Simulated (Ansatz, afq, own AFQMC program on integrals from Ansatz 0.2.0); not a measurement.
# GeH$_{2}$⁻, quartet in aug-cc-pVTZ, levels against CCSDT(Q)

```xyz
3

Ge    0.0000   -0.0307    0.0000
H     0.0000    1.1080   -1.1584
H     0.0000    1.1080    1.1584
```

Basis aug-cc-pVTZ. Only valence electrons are correlated. Integrals, coupled cluster, full CI and functionals: Ansatz 0.2.0; the random walks run on the same integrals in our own AFQMC program. ph-AFQMC/CISD is guided by a CISD state made of CCSD amplitudes; releasing the constraint for a short imaginary time cuts its bias at the price of noise, slowly where states lie close. Uncertainties: one standard error, sampling alone. No spin–orbit coupling.

Determinant: UHF, the one that the program's search chose, which needn't be the lowest solution. The geometry is a PBE0/def2-TZVPD stationary point of this or a neighbouring charge and spin state.

No full CI on the walks' own integrals is used here; CCSDT(Q) serves as the reference and is uncertain by about the last step of the cluster series.

Cautions: no relativity below Rb; no spin-orbit coupling; inner d shell frozen; another spin lies lower (by 3.06 eV); at this level and basis the anion state lies above a neutral one; raised T1 diagnostic (T1 0.046, weight of the determinant 0.89, largest double 0.04); the ph-AFQMC/CISD walk drifts between its halves (2.6 errors).

The T1 diagnostic is 0.0457, the weight of the determinant in the CISD state is 0.893 and the ⟨S²⟩ of the determinant is 3.757. The size of the correlated space is 7 electrons in 91 orbitals.

| level | correlation energy (eV) |
| --- | --- |
| MP2 | -2.5844 |
| CCSD | -3.2145 |
| CCSD(T) | -3.3316 |

Question: Estimate where phaseless AFQMC with the Hartree–Fock trial lies against CCSD(T) on the same integrals.

Answer: 0.68 ± 0.48 kcal/mol above CCSD(T). The gap is under twice the noise, so this walk alone can't tell the two apart.

Reference: CCSDT(Q), correlation energy -3.364 eV. The released energy is read at 2.40 1/Eh (meV from the phaseless value at times in 1/Eh: -1 ± 3 at 0.24, -7 ± 3 at 0.51, -11.4 ± 2.5 at 0.99, -7 ± 3 at 1.62, -11 ± 3 at 2.40).

```json
{"level": "CCSD(T)", "E − E(reference) (kcal/mol)": "0.75", "share of correlation (%)": "99.04"}
{"level": "CCSDT", "E − E(reference) (kcal/mol)": "0.09", "share of correlation (%)": "99.88"}
{"level": "ph-AFQMC/HF", "E − E(reference) (kcal/mol)": "1.42 ± 0.48", "share of correlation (%)": "98.16"}
{"level": "ph-AFQMC/CISD", "E − E(reference) (kcal/mol)": "0.32 ± 0.09", "share of correlation (%)": "99.59"}
{"level": "released AFQMC", "E − E(reference) (kcal/mol)": "0.06 ± 0.08", "share of correlation (%)": "99.92"}
```

A walk keeps the symmetry of its determinant, which the program's search chose and which needn't be the lowest solution, so a lower state of the same spin and another symmetry isn't excluded. Released energies are given only where the last usable release times agree within the noise; a slower fall can still hide under it.
